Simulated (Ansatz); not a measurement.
Input file:

```yaml
crystal:
  periodic: [false, false, false]
  atoms:
    - {symbol: Si, position_ang: [0.000000, 0.000000, 0.000000]}
    - {symbol: N, position_ang: [0.000000, 0.000000, 1.271000]}
basis:
  gaussian: {orbitals: 6-31G}
total_charge: 1
hamiltonian: {pseudopotentials: {relativity: none}}
correlation: {active_space: {window: {electrons: 2, orbitals: 4}, fixed_orbitals: true}}
```

```sh
$ ansatz run in.yaml --threads 1 --pin off --events-out ev --progress --plain --max-ram 2393MiB
```

Output:

```
275 factors; integrals over basis functions are off by at most 6.2e-5 eV
mean field evaluation 1: about -9301.5170 eV, gradient 8.4e1 eV
mean field evaluation 2: about -9301.5292 eV, gradient 8.4e1 eV
mean field evaluation 4: about -9321.2611 eV, gradient 8.2e0 eV
mean field evaluation 8: about -9322.1027 eV, gradient 1.7e-1 eV
mean field evaluation 16: about -9315.8144 eV, gradient 6.7e0 eV
mean field evaluation 32: about -9319.6993 eV, gradient 1.4e1 eV
mean field -9322.10299801 eV, -342.5809664284 hartree, gradient 1.8e-6 eV, S^2 0.000000; 2 other end points of the search recorded, 0 dependent functions left out
reference -9322.10299801 eV, -342.5809664284 hartree; 10, 10 occupied and 12, 12 virtual orbitals, 275 factors
state -9323.46228397 eV, -342.6309192662 hartree
Total energy: -9323.46228397 eV, -342.6309192662 hartree
```

Natural occupations: 1.7725 0.2159 0.0058 0.0058.

Ran on 1 thread of Intel Xeon Platinum 8488C, shared host: 0.21 s wall, 0.08 GiB peak host memory.
